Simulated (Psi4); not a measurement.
# C3H4F2 (SMILES F/C=C\CF) at CAM-B3LYP/6-31G(d) (spherical functions)

What is the energy change on altering one bond length of C3H4F2 at CAM-B3LYP/6-31G* (spherical functions)? 

Program for the calculation: Psi4 1.11.

## (1) The structure to begin with

C3H4F2: 9 atoms, total charge 0, spin state singlet. SMILES: `F/C=C\CF`. The coordinates come from a PBE0-D4/def2-TZVP relaxation. This is one conformer, not always the lowest.

Bond lengths: F1–C2 1.336 Å, C2–C3 1.320 Å, C3–C4 1.485 Å, C4–F5 1.387 Å, C2–H6 1.084 Å, C3–H7 1.084 Å, C4–H8 1.095 Å, C4–H9 1.091 Å. Some angles: F1–C2–C3 122.6°, C2–C3–C4 124.9°, C3–C4–F5 109.9°, F1–C2–H6 112.2°, C3–C2–H6 125.2°, C2–C3–H7 117.2°, C4–C3–H7 117.9°, C3–C4–H8 111.0°, C3–C4–H9 111.5°, F5–C4–H8 107.0°.

## (2) Energy and forces at CAM-B3LYP/6-31G(d) (spherical functions)

Input file c3h4f2.json:

```json
{
  "schema_name": "qcschema_input",
  "schema_version": 1,
  "molecule": {
    "schema_name": "qcschema_molecule",
    "schema_version": 2,
    "symbols": ["F", "C", "C", "C", "F", "H", "H", "H", "H"],
    "geometry": [-3.34727188, 1.31562733, -1.4441287, -1.43014473, -0.15835905, -2.17091737, 0.51003708, -0.67160866, -0.68842723, 0.83053463, 0.29328549, 1.92638681, 3.1305203, 1.53332378, 2.14238251, -1.67977755, -0.86681737, -4.07595028, 1.96985051, -1.89218277, -1.44677432, 0.84999881, -1.25988041, 3.29322572, -0.66631743, 1.61911734, 2.43188855],
    "molecular_charge": 0,
    "molecular_multiplicity": 1,
    "fix_symmetry": "c1"
  },
  "driver": "gradient",
  "model": {
    "method": "cam-b3lyp",
    "basis": "6-31G*"
  },
  "keywords": {
    "puream": true,
    "e_convergence": 1e-09,
    "d_convergence": 1e-08,
    "scf_type": "pk",
    "dft_radial_points": 99,
    "dft_spherical_points": 590
  }
}
```

Command:

```bash
psi4 --qcschema c3h4f2.json -n 1 --memory 2200MB
```

stdout:

```text
[...]
  Running in c1 symmetry.
[...]
  Nuclear repulsion =  168.442552202306160
[...]
  Multiplicity = 1
[...]
  Nalpha       = 20
  Nbeta        = 20
[...]
    Number of basis functions: 78
[...]
   @RKS iter   1:  -316.13068434341864   -5.22829e-01   6.12117e-03 ADIIS/DIIS
[...]
   @RKS iter  12:  -316.24050657299557   -1.81899e-12   6.03066e-09 DIIS
[...]
    Orbital Energies [Eh]
    ---------------------
    Doubly Occupied:
       1A    -24.781678     2A    -24.732734     3A    -10.346588
       4A    -10.329301     5A    -10.263375     6A     -1.307752
       7A     -1.252629     8A     -0.882903     9A     -0.771466
      10A     -0.666954    11A     -0.610852    12A     -0.579887
      13A     -0.555354    14A     -0.533285    15A     -0.531199
      16A     -0.489537    17A     -0.452076    18A     -0.400544
      19A     -0.399701    20A     -0.325036
[...]
  @RKS Final Energy:  -316.24050657299557
   => Energetics <=
    Nuclear Repulsion Energy =            168.4425522023061603
    One-Electron Energy =                -769.4884537106222524
    Two-Electron Energy =                 313.1996511289204363
    DFT Exchange-Correlation Energy =     -28.3942561935999009
    Empirical Dispersion Energy =           0.0000000000000000
    VV10 Nonlocal Energy =                  0.0000000000000000
    Total Energy =                       -316.2405065729955709
[...]
 Multipole Moments:
 ------------------------------------------------------------------------------------
     Multipole            Electronic (a.u.)      Nuclear  (a.u.)        Total (a.u.)
 ------------------------------------------------------------------------------------
 L = 1.  Multiply by 2.5417464519 to convert [e a0] to [Debye]
 Dipole X            :         -0.6712607            0.4028085           -0.2684522
 Dipole Y            :          2.5702302           -3.1846751           -0.6144449
 Dipole Z            :         -0.0233232           -0.2769026           -0.3002258
 Magnitude           :                                                    0.7346731
[...]
  -Total Gradient:
     Atom            X                  Y                   Z
    ------   -----------------  -----------------  -----------------
       1        0.003343818833    -0.002648617504    -0.001820333354
       2       -0.000558269203     0.001107820328     0.001719909632
       3       -0.001377954102     0.002316710590     0.003045249799
       4       -0.001977954721    -0.002271138280    -0.003530637189
       5       -0.001263713835    -0.000136192769     0.000442276620
       6        0.000070559618     0.000330632287     0.000949074373
       7       -0.001242453441     0.000391844931    -0.000429229390
       8        0.001102544490     0.000697626734    -0.000613714725
       9        0.001887780865     0.000210100728     0.000244747437
[...]
```

It took 20 s on 1 thread of AMD EPYC 9R45 (Zen 5), shared host; peak memory 1.3 GiB.

## (3) The distorted shape: a single-point energy at CAM-B3LYP/6-31G(d) (spherical functions)

Input file calc.in:

```
memory 2.2 GB

molecule {
  0 1
  F     -2.582881     1.320185    -0.456527
  C     -0.756800    -0.083800    -1.148800
  C      0.269900    -0.355400    -0.364300
  C      0.439500     0.155200     1.019400
  F      1.656600     0.811400     1.133700
  H     -0.888900    -0.458700    -2.156900
  H      1.042400    -1.001300    -0.765600
  H      0.449800    -0.666700     1.742700
  H     -0.352600     0.856800     1.286900
  symmetry c1
}

set puream true
set e_convergence 1e-09
set d_convergence 1e-08
set scf_type pk
set dft_radial_points 99
set dft_spherical_points 590

energy_value, wavefunction = energy('cam-b3lyp/6-31G*', return_wfn=True)
oeprop(wavefunction, 'QUADRUPOLE', 'LOWDIN_CHARGES', 'MULLIKEN_CHARGES')
```

Command:

```bash
psi4 calc.in calc.out -n 1
```

calc.out (excerpt; [...] marks lines left out):

```text
[...]
  Running in c1 symmetry.
[...]
  Nuclear repulsion =  150.372783161597596
[...]
  Multiplicity = 1
[...]
  Nalpha       = 20
  Nbeta        = 20
[...]
    Number of basis functions: 78
[...]
   @RKS iter   1:  -315.84436484962663   -8.44415e-01   8.52011e-03 DIIS/ADIIS
[...]
   @RKS iter  15:  -316.05741559876725   -4.61569e-11   7.13622e-09 DIIS
[...]
  @RKS Final Energy:  -316.05741559876725
   => Energetics <=
    Nuclear Repulsion Energy =            150.3727831615975958
    One-Electron Energy =                -733.6379497400789660
    Two-Electron Energy =                 295.4467968810507159
    DFT Exchange-Correlation Energy =     -28.2390459013365565
    Empirical Dispersion Energy =           0.0000000000000000
    VV10 Nonlocal Energy =                  0.0000000000000000
    Total Energy =                       -316.0574155987672498
[...]
 Multipole Moments:
 ------------------------------------------------------------------------------------
     Multipole            Electronic (a.u.)      Nuclear  (a.u.)        Total (a.u.)
 ------------------------------------------------------------------------------------
 L = 1.  Multiply by 2.5417464519 to convert [e a0] to [Debye]
 Dipole X            :         -0.4518565            1.5365885            1.0847320
 Dipole Y            :          2.5995322           -4.0563831           -1.4568509
 Dipole Z            :          0.3338050           -0.7067222           -0.3729173
 Magnitude           :                                                    1.8542183
 L = 2.  Multiply by 1.3450342976 to convert [e a0^2] to [Debye ang]
 Quadrupole XX       :       -350.9920503          322.2575120          -28.7345383
 Quadrupole XY       :         58.7202036          -58.0895212            0.6306824
[...]
  Mulliken Charges: (a.u.)
   Center  Symbol    Alpha    Beta     Spin     Total
       1     F     4.67420  4.67420  0.00000 -0.34840
       2     C     3.01830  3.01830  0.00000 -0.03659
       3     C     3.07403  3.07403  0.00000 -0.14806
       4     C     2.97359  2.97359  0.00000  0.05282
       5     F     4.66611  4.66611  0.00000 -0.33223
       6     H     0.38618  0.38618  0.00000  0.22764
       7     H     0.38624  0.38624  0.00000  0.22751
       8     H     0.42087  0.42087  0.00000  0.15825
       9     H     0.40047  0.40047  0.00000  0.19905
   Total alpha = 20.00000, Total beta = 20.00000, Total charge = -0.00000
[...]
```

Wall time 17 s (1 thread of AMD EPYC 9R45 (Zen 5), shared host); peak memory 1.2 GiB.

## (4) Summary of results

Level: CAM-B3LYP/6-31G* (spherical functions).

| quantity | value |
| --- | --- |
| first shape: total energy | -316.24051 Eh |
| first shape: dipole moment | 1.87 D |
| first shape: HOMO energy | -8.84 eV |
| first shape: LUMO energy | 1.68 eV |
| first shape: HOMO–LUMO gap | 10.52 eV |
| first shape: largest force on an atom | 0.239 eV/Å |
| distorted shape: total energy | -316.05742 Eh |
| distorted shape: dipole moment | 4.71 D |
| distorted shape: HOMO energy | -9.81 eV |
| distorted shape: LUMO energy | -3.14 eV |
| distorted shape: HOMO–LUMO gap | 6.67 eV |
| energy change with the F1–C2 bond stretched from 1.336 to 2.405 Å | 4.982 eV |

In words: With the F1–C2 bond stretched from 1.336 to 2.405 Å the energy rises by 4.98 eV (481 kJ/mol). The first shape isn't relaxed at this level, so the change isn't measured from a minimum. A restricted reference can't describe the breaking bond well at this length. Mulliken charges (distorted shape) run from -0.35 on F1 to +0.23 on H6.
